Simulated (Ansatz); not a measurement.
## CS (carbon monosulfide): the vertical ionisation energy from total energies

CS: 2 atoms, total charge 0, spin state singlet. SMILES: `[C-]#[S+]`. The bond length is the measured one.

```xyz
2

C     0.0000    0.0000    0.0000
S     0.0000    0.0000    1.5349
```

Both states at this one shape; open shells run unrestricted unless said. 1 Eh = 27.2114 eV.

```tsv
level	program	singlet CS (Eh)	doublet CS+ (Eh)	HOMO of the first (eV)
revPBE/cc-pVTZ	Ansatz	-436.163826	-435.751485	-7.26
wB97X/cc-pVTZ	Ansatz	-436.220608	-435.798540	-11.43
```

Problem. Work out the vertical ionisation energy at each level.

Solution. 
1. revPBE/cc-pVTZ: -435.751485 − (-436.163826) = 0.412341 Eh = 11.22 eV; −ε(HOMO) = 7.26 eV.
2. wB97X/cc-pVTZ: -435.798540 − (-436.220608) = 0.422068 Eh = 11.49 eV; −ε(HOMO) = 11.43 eV.

No measured value is set beside it here; the levels span 11.22 to 11.49 eV. In semi-local functionals −ε(HOMO) lies far under the ionisation energy, a result of self-interaction, while the difference of totals does much better. The second state is spin-contaminated at wB97X/cc-pVTZ (⟨S²⟩ = 0.86).
